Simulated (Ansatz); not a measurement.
**PH (quintet): wave-function methods side by side, def2-QZVPP**

One table from this session's results is given with a row withheld; the runs are named, their logs left out.

Program: Ansatz 0.2.0, Gaussian basis. Level of theory: def2-QZVPP, core rule «outside noble gas», up to 5 orbitals frozen. These are calculated values, not measurements.

To be run: UHF; ROHF; CCSD(T) on UHF.

2 further runs of the same task are left out: 2 set aside as unsound or not needed.

**The system**

The geometry is a PBE0/def2-TZVP stationary point (not a proven minimum) of the parent state, kept for this charge and spin.

2 atoms, charge 0, spin multiplicity 5.

Atoms are counted from 1 here; the program's logs count them from 0.

Bond lengths: P1–H2 1.428 Å.

The first run:

in.yaml

```yaml
crystal:
  periodic: [false, false, false]
  atoms:
    - {symbol: P, position_ang: [0.000000, 0.000000, 0.000000]}
    - {symbol: H, position_ang: [0.000000, 0.000000, 1.428200]}
basis:
  gaussian: {orbitals: "def2-QZVPP.json"}
magnetization: {spin_polarized: true, initial_magnetization: 4}
hamiltonian: {xc: hf}
output: {orbitals: {seedname: orbitals}}
```

Run with:

```bash
$ ansatz run in.yaml --threads 1 --pin off --events-out ev --progress --plain --max-ram 2393MiB
```

Steps of the session up to this table: UHF; ROHF; CCSD(T) on UHF.

One of the session's tables, all rows but one given; the rest of the session is left out.

```
  method  from UCCSD(T) (kcal/mol)
    ROHF                    +74.74
     UHF                         ?
    UMP2                    +15.04
   UCCSD                     +2.94
UCCSD(T)                         0
```

**Question.** Estimate the row for UHF.

The run gave: from UCCSD(T) (kcal/mol): +72.43. In the column «from UCCSD(T) (kcal/mol)» it lies between UMP2 (+15.04) and ROHF (+74.74).
